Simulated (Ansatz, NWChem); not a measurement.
## Predicting a hybrid from its neighbours: CHCl2F (dichlorofluoromethane)

CHCl2F: 5 atoms, total charge 0, spin state singlet. SMILES: `FC(Cl)Cl`. The coordinates come from a PBE0-D4/def2-TZVP relaxation.

The HOMO–LUMO gap y, in eV, basis def2-SVPD; a is the functional's share of exact exchange. Programs: Ansatz 0.2.0, NWChem 7.3.0.

| functional | program | a | y (eV) |
| --- | --- | --- | --- |
| TPSS | NWChem | 0 | 6.55 |
| revPBE | Ansatz | 0 | 6.29 |
| B3LYP | Ansatz | 0.2 | 8.19 |
| PBE0 | Ansatz | 0.25 | ? |
| r2SCAN0 | Ansatz | 0.25 | 9.17 |
| BHLYP | Ansatz | 0.5 | 11.04 |

Problem. Fit y = c + s·a to the known rows and predict PBE0.

Solution. 
1. Means of the 5 rows: a = 0.1900, y = 8.248.
2. Σ(Δa)² = 0.172, Σ(Δa·Δy) = 1.6149, so the slope is 1.6149/0.172 = 9.389.
3. Intercept: 8.248 − (9.389) × 0.1900 = 6.464. The largest residual of the fit is 0.36.
4. PBE0: 6.464 + (9.389) × 0.25 = 8.81 eV.

The run gave 8.76 eV, so the prediction is off by +0.05 eV, within the scatter of the fit. Exact exchange lowers occupied levels and raises empty ones.
